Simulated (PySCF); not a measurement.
Molecule: `InChI=1S/C4H8O/c1-3-4(2)5/h3H2,1-2H3`.

Mapped SMILES: `[CH3:1][CH2:2][C:3]([CH3:4])=[O:5]`. Each H is labelled by its parent atom.

Geometry PBE0-D3(BJ)/def2-SVP throughout; GIAO in PySCF 2.14, gas phase, one conformer, non-relativistic; equivalent atoms averaged; basis pcSseg-2.

(1) How do the absolute shieldings σ depend on the functional? (ppm; last column core-seconds on shared hosts with different chips, so compare them loosely; the GGAs took longer than the global hybrids here, which isn't the general rule, and the cause wasn't traced)

(2) Which nucleus moves most, in ppm?

Answers

(1) 
```
functional                    kind     C3     C2     C4     C1      O5  H(C2)  H(C4)  H(C1)  core-s
        HF            Hartree–Fock  -23.5  156.5  162.3  181.3  -315.2  29.59  29.66  30.58      23
       LDA                     LDA  -43.7  138.5  148.4  173.8  -347.2  28.14  28.64  29.92      54
       PBE                     GGA  -37.4  139.0  148.3  170.7  -329.8  28.63  29.08  30.28      67
      BLYP                     GGA  -42.8  134.4  143.9  165.6  -329.1  28.86  29.28  30.42      72
      BP86                     GGA  -37.0  138.7  147.9  170.2  -326.6  28.70  29.14  30.33      67
      OPBE                     GGA  -24.3  145.3  154.2  174.8  -307.6  28.66  29.12  30.31      70
       KT2                     GGA  -21.9  143.9  152.9  173.7  -287.3  28.70  29.15  30.26      72
       KT3                     GGA  -21.3  143.3  152.2  171.5  -282.4  28.89  29.32  30.40      67
     B97-D                     GGA  -31.9  139.4  148.5  169.1  -302.6  28.89  29.31  30.44      67
     B3LYP           global hybrid  -39.7  139.4  148.1  169.8  -334.8  28.97  29.31  30.41      41
      PBE0           global hybrid  -33.7  144.8  153.0  175.2  -336.0  28.84  29.18  30.30      41
  mPW1PW91           global hybrid  -34.5  144.1  152.4  174.4  -336.8  28.89  29.23  30.35      41
      WP04           global hybrid  -47.8  131.6  140.6  160.7  -323.5  29.29  29.58  30.61      23
     B97-2           global hybrid  -30.4  144.6  152.8  173.8  -318.3  28.96  29.30  30.40      30
 BHandHLYP           global hybrid  -34.7  146.1  153.7  174.7  -334.0  29.17  29.39  30.42      26
 CAM-B3LYP  range-separated hybrid  -39.6  143.0  151.1  173.7  -335.7  28.96  29.26  30.34      40
   wB97X-D  range-separated hybrid  -35.2  144.9  152.7  175.1  -336.3  29.00  29.29  30.39      40
   LC-wPBE  range-separated hybrid  -36.3  149.3  155.9  179.6  -333.8  28.99  29.25  30.37      48
```

(2) O5 (ketone oxygen): from -347.2 ppm with LDA to -282.4 ppm with KT3. The smallest spread is 0.69 ppm, at H(C1). Proton shifts span only some 12 ppm, so a few tenths of a ppm matter as much there as several ppm in carbon.
